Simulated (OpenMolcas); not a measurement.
# How methods differ on AlO (oxoaluminum)

The species is AlO (2 atoms), meant as a doublet with charge 0. As SMILES, `[O]=[Al]`. Geometry: a GFN2-xTB relaxation, a rough one for these elements and not checked as a minimum.

```xyz
2

O     0.0000    0.0000    0.0000
Al    0.0000    0.0000    1.5700
```

Each level gives the energy change with the O1–Al2 bond stretched from 1.570 to 3.240 Å (eV). The values are calculated.

```tsv
level	kind	program	value (eV)	less FCI/STO-3G	CPU time (all runs)
ROHF/STO-3G	Hartree–Fock	OpenMolcas	6.07	+1.29	5 s
UPBE/STO-3G	GGA	OpenMolcas	0.97	-3.81	15 s
U-r2SCAN/STO-3G	meta-GGA	OpenMolcas	5.97	+1.19	40 s
UM06-2X/STO-3G	hybrid meta-GGA	OpenMolcas	5.07	+0.29	9.4 s
UPBE0/STO-3G	global hybrid	OpenMolcas	5.75	+0.97	8 s
CASPT2(3,3)/STO-3G	multireference	OpenMolcas	4.04	-0.74	3.5 s
FCI/STO-3G	exact in the basis	OpenMolcas	4.78	0.00	4.3 s
```

FCI/STO-3G is exact within its basis and frozen core, so for wave-function methods in that basis the difference is their error; functionals converge differently with the basis, so for them it is only a difference. The first shape isn't each level's own minimum. The values span 0.97 to 6.07 eV. Spin contamination of the reference (⟨S²⟩ at least 0.1 too high) touches UPBE/STO-3G, U-r2SCAN/STO-3G, UM06-2X/STO-3G, UPBE0/STO-3G. All rows use very small basis sets, so even the best lies far from the true value. Times are those of the runs behind each value, whatever else they computed, on shared processors of several kinds: orders of magnitude only.
